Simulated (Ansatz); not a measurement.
Geometry optimisation, RHF/def2-SVP (Ansatz 0.2.0).

The input (input.yaml):

```yaml
crystal:
  periodic: [false, false, false]
  atoms:
    - { symbol: Si, position_ang: [-0.459447, -0.21772, -0.342791] }
    - { symbol: H, position_ang: [0.127885, 0.87055, 2.021092] }
    - { symbol: H, position_ang: [0.632224, -0.899204, 0.380502] }
    - { symbol: H, position_ang: [-0.025477, 1.153148, -0.684765] }
    - { symbol: F, position_ang: [-0.673507, -1.019395, -1.73671] }
    - { symbol: Si, position_ang: [-2.420393, -0.235218, 0.795623] }
    - { symbol: H, position_ang: [-3.503896, -0.740573, -0.083809] }
    - { symbol: H, position_ang: [-2.325011, -1.110489, 1.990136] }
    - { symbol: H, position_ang: [-2.775735, 1.131545, 1.246173] }
    - { symbol: H, position_ang: [-0.534741, 0.961355, 2.258648] }
basis:
  gaussian: { orbitals: def2-SVP }
hamiltonian:
  xc: hf
relax:
  f_tol: 0.03
  max_steps: 50
```

Command:

```bash
$ ansatz run input.yaml --threads 1 --pin off --max-ram 2048MiB --backend cpu --events-out ev --progress --plain --runs-dir out
```

Question: Where does it end, and by what steps?

Answer: The forces met the threshold. The force dipped under the threshold on the way, but the program's further checks kept it going. After 15 steps the energy has fallen by 0.273 eV; H10 moved furthest, 1.39 Å.

| step | energy less start (eV) | largest force component (eV/Å) | accepted |
| --- | --- | --- | --- |
| 0 | 0.0000 | 1.503 | yes |
| 1 | -0.1820 | 0.182 | yes |
| 2 | -0.2200 | 0.130 | yes |
| 3 | -0.2339 | 0.058 | yes |
| 4 | -0.2412 | 0.063 | yes |
| 5 | -0.2306 | 0.898 | no |
| 6 | -0.2447 | 0.079 | yes |
| 7 | -0.2490 | 0.163 | yes |
| 8 | -0.2526 | 0.195 | yes |
| 9 | -0.2576 | 0.159 | yes |
| 10 | -0.2610 | 0.216 | yes |
| 11 | -0.2650 | 0.215 | yes |
| 12 | -0.2711 | 0.015 | yes |
| 13 | -0.2723 | 0.016 | yes |
| 14 | -0.2727 | 0.077 | yes |
| 15 | -0.2733 | 0.028 | yes |

```xyz
10
Properties=species:S:1:pos:R:3
Si -0.592 -0.367 -0.592
H 0.797 1.402 2.997
H 0.559 -0.573 0.312
H -0.413 0.906 -1.325
F -0.585 -1.567 -1.680
Si -2.650 -0.426 0.568
H -3.779 -0.268 -0.382
H -2.794 -1.712 1.294
H -2.682 0.691 1.547
H 0.180 1.807 3.106
```

Whether the end is a true minimum wasn't checked by a vibrational analysis.

Run time: 20 s on 1 thread of Arm Neoverse V1, on a shared host, peak memory 0.14 GiB.
